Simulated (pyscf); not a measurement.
This saddle point was located with ωB97X-D3(BJ)/def2-SVP in PySCF.

```xyz
12

N      0.9774     0.0163    -0.5484
Si    -0.6242     0.3882     0.1239
N     -0.5766     1.5276     1.4150
N     -1.3091    -1.0562     0.7855
H      0.7578    -0.6829    -1.6923
H      1.4869    -0.6876     0.0005
H     -1.3490     1.0540    -0.9951
H     -0.1709     1.2719     2.3092
H     -0.4569     2.5153     1.2191
H     -1.2312    -1.9302     0.2758
H     -2.1896    -1.0066     1.2886
H      0.4451    -1.3455    -2.1919
```
Charge 0, spin multiplicity 2.

Surface: doublet, charge 0. Lowest wavenumbers (cm⁻¹): 1194i, 103, 200, 232, 253.

### Question
Name the species on either side of this saddle.

### Answer
H₂N–SiH(NH₂)–NH₂ + H atom (H•) <-> •HN–SiH(NH₂)–NH₂ + hydrogen (H₂), a hydrogen abstraction read from left to right: H–N broken and H–H formed. At ωB97M-D3(BJ)/def2-TZVP it lies +17.4 kcal/mol from the left side and +7.8 kcal/mol from the right (each side as separated species at their lowest minima found). The same reactants have a lower exit, to H₂N–Si•(NH₂)–NH₂ + H₂ (barrier +4.8 kcal/mol at ωB97M-D3(BJ)/def2-TZVP, against +17.4 kcal/mol here). •HN–SiH(NH₂)–NH₂ lies 16.4 kcal/mol over its isomer H₂N–Si•(NH₂)–NH₂ (electronic energy, ωB97M-D3(BJ)/def2-TZVP). This is the saddle that the search found; another between the same sides may lie lower. The angle at the transferred H is 156°.
